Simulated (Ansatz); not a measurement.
Two isomers of C4H5FS: A = `C/C=C(\F)C=S`, B = `F/C=C1\CCS1`.

Program: Ansatz. Geometries: PBE0-D4/def2-TZVP. ΔE: electronic, gas phase. CBS: MP2 limit from def2 TZ/QZ plus the TZ coupled-cluster correction, frozen cores. Double bonds are as drawn, so ΔE can hold a change between cis and trans. Functionals use def2-TZVPP. B3LYP here is the variant with VWN-RPA as its local correlation; programs differ in this. One conformer a species, not always the lowest.

Problem. Which is lower in electronic energy at CCSD(T)/CBS, and by how much? (Estimate.)

Solution. Computed: A, by 5.4 kcal/mol.

Problem. Give E(B) − E(A) in kcal/mol with ωB97M-V, PBE0-D4, PBE-D4, B3LYP-D4, MP2/def2-TZVPP, r2SCAN-D4, CCSD(T)/def2-TZVPP. (An estimate is asked.)

Solution. Computed: ωB97M-V 3.8, PBE0-D4 2.7, PBE-D4 5.1, B3LYP-D4 8.1, MP2/def2-TZVPP 4.7, r2SCAN-D4 7.0, CCSD(T)/def2-TZVPP 6.1. None reverses the order clearly.

Largest T1 diagnostic: 0.016.

The D4 term adds −0.8 kcal/mol with B3LYP and −0.4 kcal/mol with PBE0; it sums over pairs of atoms, weighted by their polarisabilities, and B3LYP, whose exchange is more repulsive, gets the larger term. From PBE to PBE0 (25 % exact exchange), in def2-TZVPP and without D4, E(B) − E(A) moves by −2.5 kcal/mol.
